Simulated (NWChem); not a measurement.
B cation, singlet

Low-valent species are run as closed-shell singlets; no triplet was tried in these runs.

### Question
Give the principal values of the shielding tensors (ppm) of B1 from PBE/pcSseg-1, GIAO (NWChem), with their diamagnetic and paramagnetic parts as GIAO splits them.

### Answer
```
atom    σ11    σ22    σ33  isotropic  diamagnetic  paramagnetic
----  -----  -----  -----  ---------  -----------  ------------
B1    193.6  193.6  193.6      193.6        193.6           0.0
```
